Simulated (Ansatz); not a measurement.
System: HO, net charge 0, doublet state. SMILES: [OH]
Structure (B3LYP-D3(BJ)/def2-TZVP (Ansatz, a quantum-chemistry and plane-wave program) minimum search):
```xyz
2

O      0.0000     0.0000    -0.1085
H      0.0000     0.0000     0.8682
```
Charge 0, spin multiplicity 2.

Atomisation energy built up term by term with Ansatz (kcal/mol; UHF references for open shells; valence terms freeze the core; atomic spin-orbit terms are left out). Basis-set limits of correlation are two-point, X^-3; Hartree-Fock from the larger set (for Q and 5 zeta extrapolated as (X+1)exp(-9√X)).

| term | basis | kcal/mol |
|---|---|---|
| Hartree-Fock | CBS(cc-pVQZ,cc-pV5Z) | 68.21 |
| CCSD correlation | CBS(cc-pVQZ,cc-pV5Z) | 37.14 |
| (T) | CBS(cc-pVQZ,cc-pV5Z) | 1.75 |
| CCSDT - CCSD(T) | cc-pVDZ | 0.05 |
| (Q) | cc-pVDZ | 0.12 |
| core correlation | cc-pwCVTZ | 0.18 |
| scalar relativity (X2C) | cc-pVTZ-DK against cc-pVTZ | -0.12 |
| sum: De |  | 107.3 |

(T) makes 1.6 % of the CCSD(T) atomisation energy; under 5 % is typical of single-reference molecules.
